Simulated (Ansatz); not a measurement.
# SiO+ (doublet): wave-function methods side by side, def2-TZVPP

One table from this session's results is given with a row withheld; the runs are named, their logs left out.

Method: def2-TZVPP, core rule «outside noble gas», up to 6 orbitals frozen; program: Ansatz 0.2.0, Gaussian basis.

To be run: UHF; ROHF; CCSD(T) on UHF.

**The geometry**

The geometry is a PBE0/def2-TZVP stationary point (not a proven minimum) of the parent state, kept for this charge and spin.

2 atoms, charge 1, spin multiplicity 2.

Atoms are counted from 1 here; the program's logs count them from 0.

Bond lengths: Si1–O2 1.714 Å.

Geometry (Å):

```xyz
2

Si    0.0000    0.0000    0.0000
O     0.0000    0.0000    1.7135
```

The first run:

The input, in.yaml:

```yaml
crystal:
  periodic: [false, false, false]
  atoms:
    - {symbol: Si, position_ang: [0.000000, 0.000000, 0.000000]}
    - {symbol: O, position_ang: [0.000000, 0.000000, 1.713500]}
basis:
  gaussian: {orbitals: def2-TZVPP}
total_charge: 1
magnetization: {spin_polarized: true, initial_magnetization: 1}
hamiltonian: {xc: hf}
output: {orbitals: {seedname: orbitals}}
```

The run is started by

```sh
> ansatz run in.yaml --threads 1 --pin off --events-out ev --progress --plain --max-ram 4096MiB --backend cpu
```

Among the steps run: UHF; ROHF; CCSD(T) on UHF.

One table of the session follows, with a row left open; its other results are not shown here.

```
  method  from UCCSD(T) (kJ/mol)
    ROHF                  +761.5
     UHF                       ?
    UMP2                   +89.1
   UCCSD                   +27.2
UCCSD(T)                       0
```

**Question.** Estimate the row for UHF.

As computed: from UCCSD(T) (kJ/mol): +749.3. In the column «from UCCSD(T) (kJ/mol)» it lies between UMP2 (+89.1) and ROHF (+761.5).
